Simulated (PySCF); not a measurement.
Simulated absorption spectrum

C4H12Si.
Atom-mapped SMILES: `[CH3:1][Si:2]([CH3:3])([CH3:4])[CH3:5]` (hydrogens: H6, H7, H8 on C1; H9, H10, H11 on C3; H12, H13, H14 on C4; H15, H16, H17 on C5)

Structure used (PBE0-D3(BJ)/def2-SVP), in Å, numbered top down from 1:
```xyz
17
C4H12Si angstrom
C     -0.1807   -1.2405   -1.4085
Si    -0.0008   -0.0003   -0.0012
C     -0.0560    1.7497   -0.6973
C     -1.4113   -0.2303    1.2271
C      1.6448   -0.2750    0.8741
H     -1.1352   -1.1007   -1.9410
H     -0.1543   -2.2760   -1.0329
H      0.6328   -1.1288   -2.1430
H      0.0399    2.5000    0.1038
H     -1.0064    1.9386   -1.2219
H      0.7627    1.9185   -1.4151
H     -2.3890   -0.0723    0.7443
H     -1.4074   -1.2462    1.6535
H     -1.3296    0.4845    2.0616
H      1.7088   -1.2921    1.2927
H      2.4907   -0.1433    0.1805
H      1.7770    0.4383    1.7035
```

Computed, not measured: TDDFT wB97X-D/def2-SVPD, vertical, gas phase, core orbitals frozen in the response in PySCF.

Broadening: Gaussians 0.4 eV wide at half height, area fixed by f = 4.319×10⁻⁹ ∫ε dν̃. The width is an assumption, not a result. The curve ends short of the highest state used, and states not computed would add to its high-energy end.

```tsv
E (eV)	ε (L mol⁻¹ cm⁻¹)
7.67	39
7.69	59
7.71	88
7.73	128
7.76	220
7.78	311
7.80	432
7.82	593
7.85	929
7.87	1231
7.89	1609
7.91	2074
7.94	2958
7.96	3683
7.98	4523
8.00	5477
8.03	7113
8.05	8322
8.07	9602
8.09	10926
8.12	12921
8.14	14202
8.16	15395
8.18	16459
8.21	17727
8.23	18306
8.25	18643
8.27	18726
8.30	18367
8.32	17819
8.34	17051
8.36	16090
8.39	14372
8.41	13101
8.43	11777
8.45	10442
8.48	8493
8.50	7274
8.52	6144
8.54	5118
8.57	3791
8.59	3050
8.61	2421
8.63	1894
8.65	1462
8.68	967
8.70	721
8.72	531
8.74	387
8.77	237
8.79	171
8.81	125
8.83	97
8.86	79
8.88	83
8.90	98
```

(1) Where are the band maxima, and which computed states make them?

(2) Coming from long wavelengths, where does ε first pass 100 L mol⁻¹ cm⁻¹?

Results:

(1) 150 nm (8.27 eV), ε about 19000, made up of S1 (33%), S2 (33%) and S3 (34%) (ε in L mol⁻¹ cm⁻¹; maxima over ε = 5, shares over 10%). At its high-energy end, 8.90 eV, the curve is still rising (ε about 98, from S5, S6 and S7). The states used: S1 8.27 eV (f 0.092); S2 8.27 eV (f 0.092); S3 8.27 eV (f 0.093); S4 9.26 eV (f 0.0000); S5 9.43 eV (f 0.050); S6 9.43 eV (f 0.049); S7 9.43 eV (f 0.049); S8 9.50 eV (f 0.0000); S9 9.50 eV (f 0.0000); S10 9.50 eV (f 0.0000).

(2) At about 161 nm (7.72 eV), 0.55 eV below S1.
